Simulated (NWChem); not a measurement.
All runs are NWChem calculations. System: propane (C3H8), charge 0, spin multiplicity 1, at a geometry optimised with PBE0/def2-SVP. Level: RHF/def2-TZVP.

NWChem printed:

```
             Northwest Computational Chemistry Package (NWChem) 7.3.0
             --------------------------------------------------------

                                NWChem Input Module
                                -------------------

 Scaling coordinates for geometry "geometry" by  1.889725989
 (inverse scale =  0.529177249)

 Turning off AUTOSYM since
 SYMMETRY directive was detected!

                             Geometry "geometry" -> ""
                             -------------------------

 Output coordinates in angstroms (scale by  1.889725989 to convert to a.u.)

  No.       Tag          Charge          X              Y              Z
 ---- ---------------- ---------- -------------- -------------- --------------
    1 C                    6.0000    -1.27109400     0.00000000    -0.25677500
    2 C                    6.0000     0.00000000     0.00000000     0.57929000
    3 C                    6.0000     1.27109400     0.00000000    -0.25677500
    4 H                    1.0000    -2.17399200     0.00000000     0.37317800
    5 H                    1.0000    -1.32120800     0.88750700    -0.90867000
    6 H                    1.0000    -1.32120800    -0.88750700    -0.90867000
    7 H                    1.0000     0.00000000    -0.87915200     1.24694100
    8 H                    1.0000     0.00000000     0.87915200     1.24694100
    9 H                    1.0000     2.17399200     0.00000000     0.37317800
   10 H                    1.0000     1.32120800    -0.88750700    -0.90867000
   11 H                    1.0000     1.32120800     0.88750700    -0.90867000

 Effective nuclear repulsion energy (a.u.)      82.3926212369

            Nuclear Dipole moment (a.u.)
            ----------------------------
        X                 Y               Z
 ---------------- ---------------- ----------------
     0.0000000000     0.0000000000    -0.0000037795

      Symmetry information
      --------------------

 Group name             C2v
 Group number             16
 Group order               4
 No. of unique centers     5

      Symmetry unique atoms

     1    2    4    5    7


 Summary of "ao basis" -> "" (spherical)
 ------------------------------------------------------------------------------
       Tag                 Description            Shells   Functions and Types
 ---------------- ------------------------------  ------  ---------------------
 *                         def2-tzvp                  on all atoms
[...]
     8     -0.183693   1 C  pz               70     -0.183693   3 C  pz
    11     -0.154850   1 C  pz               73     -0.154850   3 C  pz

 Vector   13  Occ=2.000000D+00  E=-4.636258D-01  Symmetry=b2
              MO Center=  3.7D-16,  4.1D-15,  2.1D-01, r^2= 2.8D+00
   Bfn.  Coefficient  Atom+Function         Bfn.  Coefficient  Atom+Function
  ----- ------------  ---------------      ----- ------------  ---------------
    38      0.224074   2 C  py               41      0.192993   2 C  py
   113     -0.181746   7 H  s               119      0.181746   8 H  s

 Vector   14  Occ=0.000000D+00  E= 1.374149D-01  Symmetry=a1
              MO Center=  3.1D-15, -5.5D-16,  4.7D-02, r^2= 8.5D+00
   Bfn.  Coefficient  Atom+Function         Bfn.  Coefficient  Atom+Function
  ----- ------------  ---------------      ----- ------------  ---------------
     5      3.031807   1 C  s                67      3.031807   3 C  s
    36      2.041365   2 C  s               114     -1.366503   7 H  s
   120     -1.366503   8 H  s                96     -1.271705   4 H  s
   126     -1.271705   9 H  s               102     -1.260912   5 H  s
   108     -1.260912   6 H  s               132     -1.260912  10 H  s

 Vector   15  Occ=0.000000D+00  E= 1.803069D-01  Symmetry=b1
              MO Center= -5.5D-16,  4.4D-16, -2.0D-01, r^2= 1.0D+01
   Bfn.  Coefficient  Atom+Function         Bfn.  Coefficient  Atom+Function
  ----- ------------  ---------------      ----- ------------  ---------------
     5      5.784026   1 C  s                67     -5.784026   3 C  s
    43      1.694233   2 C  px               96     -1.662536   4 H  s
   126      1.662536   9 H  s               102     -1.639606   5 H  s
   108     -1.639606   6 H  s               132      1.639606  10 H  s
   138      1.639606  11 H  s                 4     -0.447126   1 C  s

 Vector   16  Occ=0.000000D+00  E= 1.855621D-01  Symmetry=a1
              MO Center=  9.1D-16, -9.9D-16,  3.1D-01, r^2= 8.7D+00
   Bfn.  Coefficient  Atom+Function         Bfn.  Coefficient  Atom+Function
  ----- ------------  ---------------      ----- ------------  ---------------
    36      8.132245   2 C  s                 5     -4.331869   1 C  s
    67     -4.331869   3 C  s               114     -2.189418   7 H  s
   120     -2.189418   8 H  s               102      1.212501   5 H  s
   108      1.212501   6 H  s               132      1.212501  10 H  s
   138      1.212501  11 H  s                12     -0.921996   1 C  px

 center of mass
 --------------
 x =   0.00000000 y =   0.00000000 z =   0.01678401

 moments of inertia (a.u.)
 ------------------
          61.002415778642           0.000000000000           0.000000000000
           0.000000000000         241.721571697301           0.000000000000
           0.000000000000           0.000000000000         214.524573532902

  Mulliken analysis of the total density
  --------------------------------------

    Atom       Charge   Shell Charges
 -----------   ------   -------------------------------------------------------
    1 C    6     6.31   0.85  1.12  0.47  0.66  0.09  1.24  1.39  0.39  0.02  0.06  0.00
    2 C    6     6.10   0.85  1.12  0.47  0.67  0.01  1.24  1.36  0.26  0.02  0.09  0.01
    3 C    6     6.31   0.85  1.12  0.47  0.66  0.09  1.24  1.39  0.39  0.02  0.06  0.00
    4 H    1     0.90   0.27  0.50  0.11  0.02
    5 H    1     0.91   0.27  0.50  0.12  0.02
    6 H    1     0.91   0.27  0.50  0.12  0.02
    7 H    1     0.93   0.27  0.51  0.13  0.02
    8 H    1     0.93   0.27  0.51  0.13  0.02
    9 H    1     0.90   0.27  0.50  0.11  0.02
   10 H    1     0.91   0.27  0.50  0.12  0.02
   11 H    1     0.91   0.27  0.50  0.12  0.02

       Multipole analysis of the density wrt the origin
       ------------------------------------------------

     L   x y z        total         open         nuclear
     -   - - -        -----         ----         -------
     0   0 0 0     -0.000000      0.000000     26.000000

     1   1 0 0     -0.000000      0.000000      0.000000
     1   0 1 0     -0.000000      0.000000      0.000000
     1   0 0 1      0.035172      0.000000     -0.000004

     2   2 0 0    -16.760705      0.000000    127.926252
     2   1 1 0      0.000000      0.000000      0.000000
     2   1 0 1      0.000000      0.000000      0.000000
     2   0 2 0    -16.071991      0.000000     16.771472
     2   0 1 1      0.000000      0.000000      0.000000
     2   0 0 2    -16.452989      0.000000     33.909521

 Task  times  cpu:        6.0s     wall:        6.0s

 Total times  cpu:        6.1s     wall:        6.1s
```

**Question.** Write an NWChem input that would produce this output.

**Answer.** This is not unique; one that fits is 
```
start mol
memory heap 200 mb stack 900 mb global 1100 mb
geometry units angstroms nocenter noautoz
  C     -1.271094     0.000000    -0.256775
  C      0.000000     0.000000     0.579290
  C      1.271094     0.000000    -0.256775
  H     -2.173992     0.000000     0.373178
  H     -1.321208     0.887507    -0.908670
  H     -1.321208    -0.887507    -0.908670
  H      0.000000    -0.879152     1.246941
  H      0.000000     0.879152     1.246941
  H      2.173992     0.000000     0.373178
  H      1.321208    -0.887507    -0.908670
  H      1.321208     0.887507    -0.908670
  symmetry group C2v
end
basis spherical
  * library def2-tzvp
end
scf
  rhf
  nopen 0
  maxiter 100
  thresh 1e-7
  semidirect memsize 60000000 filesize 0
end
task scf energy
```
